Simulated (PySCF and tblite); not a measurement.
The numbers below are computed, except where a source is named.
C₅H₁₂, numbered as in [CH3:1][CH2:2][CH2:3][CH2:4][CH3:5].

Level: PBE0-D3(BJ)/def2-TZVP//PBE0-D3(BJ)/def2-SVP, thermal terms from GFN2-xTB, symmetry numbers and mirror pairs counted. Conformers within 4 kcal/mol (GFN2-xTB free energy) were kept, 5 at most. GIAO shieldings: PBE0/pcSseg-1. Shifts are against TMS (¹H), TMS (¹³C) at the same level. Programs: PySCF with density fitting and tblite.

Q: List the conformer-averaged shifts at 298.15 K.

A: ¹H: 1.22 (H2/H4, 4H), 1.10 (H3, 2H), 0.97 (H1/H5, 6H) ppm. ¹³C: 36.5 (C3), 25.4 (C2/C4), 15.9 (C1/C5) ppm.

Q: How do the conformers differ?

A: Torsions listed: C1–C2–C3–C4, C2–C3–C4–C5. Of a mirror pair one member is shown.
```csv
conformer,shape,weight %
1,"-177°, -65°",48.5
2,"180°, 180°",42.3
3,"60°, 60°",8.6
4,"-63°, 88°",0.7
```

| signal | 1 | 2 | 3 | 4 | average |
| --- | --- | --- | --- | --- | --- |
| H1/H5 | 0.96 | 1.00 | 0.86 | 1.02 | 0.97 |
| H2/H4 | 1.24 | 1.18 | 1.34 | 1.36 | 1.22 |
| H3 | 1.14 | 1.01 | 1.31 | 1.29 | 1.10 |
| C1/C5 | 15.7 | 16.8 | 12.6 | 17.8 | 15.9 |
| C2/C4 | 24.6 | 27.2 | 20.0 | 26.9 | 25.4 |
| C3 | 35.7 | 38.3 | 32.3 | 32.9 | 36.5 |

Q: Which signal moves most, for its nucleus, between 220 and 380 K through the change of populations alone?

A: C3: 36.9 ppm at 220 K, 36.7 ppm at 260 K, 36.5 ppm at 298.15 K, 36.3 ppm at 340 K, 36.2 ppm at 380 K.

Shifts are unscaled: against experiment ¹³C can be off by 15 ppm or more and ¹H by 0.8 ppm.
